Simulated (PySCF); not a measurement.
```xyz
3
charge 0 multiplicity 3, angstrom
O     0.0000    0.0000   -0.3542
F     1.4229    0.0000    0.1491
F    -1.4229    0.0000    0.1491
```

Level of theory: UPBE0/[O def2-TZVP, F def2-TZVP], no relativity, density fitting, PySCF.

This geometry of OF₂ is a stationary point at this level.

(1) What is the point group?

(2) Is it a minimum?

(3) List the harmonic modes with their infrared intensities.

(4) Give the atomic charges and bond orders.

## Answers

(1) C2v.

(2) No: it has 1 imaginary mode, at 654i cm⁻¹ (b2).

(3) 
| symmetry | ω (cm⁻¹) | IR (km/mol) |
| --- | --- | --- |
| b2 | 654i | – |
| a1 | 359 | 3.2 |
| a1 | 733 | 6.4 |

(4) 
| atom | Mulliken | Löwdin | polar tensor | spin (Mulliken) | Mayer order to O1 |
| --- | --- | --- | --- | --- | --- |
| O1 | 0.25 | 0.18 | 0.89 | 1.15 | – |
| F2,3 | -0.13 | -0.09 | -0.45 | 0.43 | 0.89 |

Other isomers or separated fragments may lie lower. At this level a singlet minimum of C2v symmetry lies 157 kJ/mol below this structure.
